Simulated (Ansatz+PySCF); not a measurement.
**doublet PH₄: levels of theory in one basis**

```yaml
atoms:
  - { symbol: P, position_ang: [0.2174, 0.0001, -0.1113] }
  - { symbol: H, position_ang: [0.2466, 1.0347, 0.8522] }
  - { symbol: H, position_ang: [0.2627, -1.0251, 0.8616] }
  - { symbol: H, position_ang: [-1.2664, -0.0109, -0.1506] }
  - { symbol: H, position_ang: [-2.5043, 0.0000, 0.1056] }
```

Basis set: cc-pVTZ on H; cc-pV(T+d)Z on P (spherical functions). Frozen core: 5 orbitals. Correlation on ROHF uses semicanonical orbitals with singles. Charge 0, multiplicity 2.

Computed with Ansatz (development build ahead of 0.2.0) and PySCF 2.14.0; each method stands on the lowest determinant of its kind that the runs found.

```
   method  E − E(ROHF) (eV)  <S²> of the determinant
     ROHF              0.00                     0.75
      UHF             -0.12                     0.78
 ROHF-MP2             -4.92                        –
  UHF-MP2             -4.94                     0.78
ROHF-CCSD             -5.79                        –
 UHF-CCSD             -5.79                     0.78
```

(1) What does ROHF-CCSD(T) give on the same scale?

## Answers

(1) -6.00 eV.
